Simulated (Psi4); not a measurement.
# SiPH3Cl (SMILES [PH][SiH2]Cl) at UHF/def2-TZVP (density fitting)

What is the energy difference between two shapes of SiPH3Cl at UHF/def2-TZVP (density fitting)? 

The calculation is run with Psi4 1.11.

## Step 1: The molecule

SiPH3Cl: 6 atoms, total charge 0, spin state doublet. As SMILES, `[PH][SiH2]Cl`. The shape is that of a GFN2-xTB optimisation. This is one conformer, not always the lowest.

Bond lengths: P1–Si2 2.228 Å, Si2–Cl3 2.029 Å, P1–H4 1.392 Å, Si2–H5 1.463 Å, Si2–H6 1.459 Å. Angles: P1–Si2–Cl3 110.6°, P1–Si2–H5 112.8°, P1–Si2–H6 108.5°, Cl3–Si2–H5 106.4°, Cl3–Si2–H6 107.9°, Si2–P1–H4 94.2°, H5–Si2–H6 110.6°.

## Step 2: Energy and gradient at UHF/def2-TZVP (density fitting)

Contents of input.in:

```
memory 1600 mb

molecule geom {
  0 2
  P     -1.339730    -1.164950    -0.165130
  Si     0.470670     0.053950     0.283950
  Cl    -0.004750     2.023370     0.399910
  H     -1.621900    -0.494180    -1.352200
  H      1.500480    -0.061210    -0.748210
  H      0.995240    -0.356970     1.581680
  units angstrom
  symmetry c1
}

set {
  basis     def2-TZVP
  reference uhf
}

E, wfn = gradient('scf', return_wfn=True)
```

Started as:

```
$ psi4 -n 1 input.in input.out
```

input.out:

```text
[...]
  Running in c1 symmetry.
[...]
  Nuclear repulsion =  183.698200664115490
[...]
  Multiplicity = 2
[...]
  Nalpha       = 25
  Nbeta        = 24
[...]
    Number of basis functions: 129
[...]
   @DF-UHF iter   1: -1090.93602665279172   -4.57410e-01   2.26715e-03 DIIS/ADIIS
[...]
   @DF-UHF iter  16: -1090.98618561855051   -3.04681e-11   8.90588e-09 DIIS
[...]
   @S^2 Observed:                7.674803734E-01
[...]
    Orbital Energies [Eh]
    ---------------------
    Alpha Occupied:
       1A   -104.829111     2A    -79.953456     3A    -68.818994
       4A    -10.559610     5A     -8.026467     6A     -8.025255
       7A     -8.025141     8A     -7.500590     9A     -6.166501
      10A     -5.405154    11A     -5.391323    12A     -5.390230
      13A     -4.273421    14A     -4.272294    15A     -4.272106
      16A     -1.106838    17A     -0.870774    18A     -0.702981
      19A     -0.547930    20A     -0.541428    21A     -0.506180
      22A     -0.477244    23A     -0.455203    24A     -0.395960
      25A     -0.383823
    Alpha Virtual:
[...]
  @DF-UHF Final Energy: -1090.98618561855051
   => Energetics <=
    Nuclear Repulsion Energy =            183.6982006641154896
    One-Electron Energy =               -1876.1276499695718485
    Two-Electron Energy =                 601.4432636869057660
    Total Energy =                      -1090.9861856185505076
  UHF NO Occupations:
  HONO-2 :   23  A 1.9993963
  HONO-1 :   24  A 1.9922626
[...]
 Multipole Moments:
 ------------------------------------------------------------------------------------
     Multipole            Electronic (a.u.)      Nuclear  (a.u.)        Total (a.u.)
 ------------------------------------------------------------------------------------
 L = 1.  Multiply by 2.5417464519 to convert [e a0] to [Debye]
 Dipole X            :         -2.1688633            2.3509159            0.1820526
 Dipole Y            :          1.6904707           -1.9978231           -0.3073524
 Dipole Z            :          0.6651472           -0.8620916           -0.1969444
 Magnitude           :                                                    0.4079163
[...]
  -Total Gradient:
     Atom            X                  Y                   Z
    ------   -----------------  -----------------  -----------------
       1        0.005118299950     0.009152301722    -0.004417043593
       2       -0.005902037206     0.005289387624     0.000321137770
       3        0.003794777412    -0.014536981808    -0.001496373991
       4        0.001614440902    -0.003817640993     0.006983185393
       5       -0.002093472287     0.002470736119     0.001998014834
       6       -0.002532008775     0.001442197316    -0.003388920415
[...]
```

Run time: 4.8 s. Hardware: 1 thread of Intel Xeon Platinum 8488C (Sapphire Rapids), shared host; peak memory 0.29 GiB.

## Step 3: The distorted shape

Contents of input.json:

```json
{
  "schema_name": "qcschema_input",
  "schema_version": 1,
  "molecule": {
    "schema_name": "qcschema_molecule",
    "schema_version": 2,
    "symbols": ["P", "Si", "Cl", "H", "H", "H"],
    "geometry": [-2.36139043, -2.26108376, -0.41297886, 0.90566447, 0.06887863, 0.51361811, 0.08280591, 3.96792786, 0.49863447, -3.13901273, -0.84305974, -2.57502586, 2.81702985, -0.10537869, -1.30167548, 1.97093144, -0.55452501, 3.02124122],
    "molecular_charge": 0,
    "molecular_multiplicity": 2,
    "fix_symmetry": "c1"
  },
  "driver": "gradient",
  "model": {
    "method": "scf",
    "basis": "def2-TZVP"
  },
  "keywords": {
    "reference": "uhf"
  }
}
```

Started as:

```
$ psi4 --qcschema input.json -n 1 --memory 1600MB
```

stdout:

```text
[...]
  Running in c1 symmetry.
[...]
  Nuclear repulsion =  181.732589586213237
[...]
  Multiplicity = 2
[...]
  Nalpha       = 25
  Nbeta        = 24
[...]
    Number of basis functions: 129
[...]
   @DF-UHF iter   1: -1090.92738935455645   -4.96896e-01   2.30729e-03 ADIIS/DIIS
[...]
   @DF-UHF iter  16: -1090.98164659414192   -1.25056e-11   6.55752e-09 DIIS
[...]
   @S^2 Observed:                7.672811204E-01
[...]
    Orbital Energies [Eh]
    ---------------------
    Alpha Occupied:
       1A   -104.820913     2A    -79.961219     3A    -68.819743
       4A    -10.550078     5A     -8.016902     6A     -8.015766
       7A     -8.015696     8A     -7.508331     9A     -6.168127
      10A     -5.412916    11A     -5.399041    12A     -5.397994
      13A     -4.274546    14A     -4.274104    15A     -4.273572
      16A     -1.087443    17A     -0.878597    18A     -0.705786
      19A     -0.547582    20A     -0.530397    21A     -0.503510
      22A     -0.470733    23A     -0.450763    24A     -0.403198
      25A     -0.390179
    Alpha Virtual:
[...]
  @DF-UHF Final Energy: -1090.98164659414192
   => Energetics <=
    Nuclear Repulsion Energy =            181.7325895862132370
    One-Electron Energy =               -1872.2382335453007727
    Two-Electron Energy =                 599.5239973649457852
    Total Energy =                      -1090.9816465941416936
  UHF NO Occupations:
  HONO-2 :   23  A 1.9994526
  HONO-1 :   24  A 1.9923842
[...]
 Multipole Moments:
 ------------------------------------------------------------------------------------
     Multipole            Electronic (a.u.)      Nuclear  (a.u.)        Total (a.u.)
 ------------------------------------------------------------------------------------
 L = 1.  Multiply by 2.5417464519 to convert [e a0] to [Debye]
 Dipole X            :         -2.0690817            2.1738324            0.1047507
 Dipole Y            :          1.3971872           -1.9429743           -0.5457871
 Dipole Z            :          0.3848020           -0.5578972           -0.1730952
 Magnitude           :                                                    0.5820809
[...]
  -Total Gradient:
     Atom            X                  Y                   Z
    ------   -----------------  -----------------  -----------------
       1        0.022470192283     0.010826175686     0.008900818518
       2        0.000051113421    -0.032525331082    -0.023960697053
       3        0.000832406338     0.011208581890    -0.002821813270
       4       -0.004900020606     0.003100090485    -0.007107226817
       5       -0.023062116843     0.006812489662     0.022589588665
       6        0.004608425403     0.000577993341     0.002399329954
[...]
```

The result, in JSON:

```text
{
 "driver": "gradient",
 "model": {
  "method": "scf",
  "basis": "def2-TZVP"
 },
 "success": true,
 "return_result": [0.02247019228272354, 0.010826175685989703, 0.008900818518047526, 5.1113421459525465e-05, -0.03252533108171192, -0.02396069705280926, 0.0008324063382143185, 0.011208581889763092, -0.0028218132702762765, -0.004900020606240257, 0.003100090484949816, -0.007107226817219647, -0.023062116843357766, 0.0068124896621836765, 0.022589588664735982, 0.004608425402882338, 0.000577993341346339, 0.002399329954254875],
 "properties": {
  "calcinfo_nbasis": 129,
  "calcinfo_nmo": 129,
  "calcinfo_nalpha": 25,
  "calcinfo_nbeta": 24,
  "calcinfo_natom": 6,
  "nuclear_repulsion_energy": 181.73258958621324,
  "return_energy": -1090.981646594142,
  "return_gradient": [0.02247019228272354, 0.010826175685989703, 0.008900818518047526, 5.1113421459525465e-05, -0.03252533108171192, -0.02396069705280926, 0.0008324063382143185, 0.011208581889763092, -0.0028218132702762765, -0.004900020606240257, 0.003100090484949816, -0.007107226817219647, -0.023062116843357766, 0.0068124896621836765, 0.022589588664735982, 0.004608425402882338, 0.000577993341346339, 0.002399329954254875],
  "scf_one_electron_energy": -1872.2382335453008,
  "scf_two_electron_energy": 599.5239973649458,
  "scf_dipole_moment": [0.10475069564225636, -0.5457870810152796, -0.17309519158400127],
  "scf_total_energy": -1090.981646594142,
  "scf_total_gradient": [0.02247019228272354, 0.010826175685989703, 0.008900818518047526, 5.1113421459525465e-05, -0.03252533108171192, -0.02396069705280926, 0.0008324063382143185, 0.011208581889763092, -0.0028218132702762765, -0.004900020606240257, 0.003100090484949816, -0.007107226817219647, -0.023062116843357766, 0.0068124896621836765, 0.022589588664735982, 0.004608425402882338, 0.000577993341346339, 0.002399329954254875],
  "scf_iterations": 16
 }
}
```

Wall time 4.8 s (1 thread of Intel Xeon Platinum 8488C (Sapphire Rapids), shared host); peak memory 0.28 GiB.

## Step 4: Outcome

At UHF/def2-TZVP (density fitting):

| quantity | value |
| --- | --- |
| first shape: total energy | -1090.98619 Eh |
| first shape: dipole moment | 1.04 D |
| first shape: HOMO energy (highest over α and β) | -10.38 eV |
| first shape: LUMO energy (lowest over α and β) | 0.36 eV |
| first shape: ⟨S²⟩ | 0.767 |
| first shape: largest force on an atom | 0.776 eV/Å |
| distorted shape: total energy | -1090.98165 Eh |
| distorted shape: dipole moment | 1.48 D |
| distorted shape: HOMO energy (highest over α and β) | -10.56 eV |
| distorted shape: LUMO energy (lowest over α and β) | 0.15 eV |
| distorted shape: ⟨S²⟩ | 0.767 |
| distorted shape: largest force on an atom | 2.077 eV/Å |
| energy change with the atoms displaced | 0.124 eV |

What this shows: With the atoms displaced the energy rises by 0.12 eV (11.9 kJ/mol). The first shape isn't relaxed at this level, so the change isn't measured from a minimum. The largest force (first shape) is 0.78 eV/Å: the shape isn't a stationary point for this species at this level.
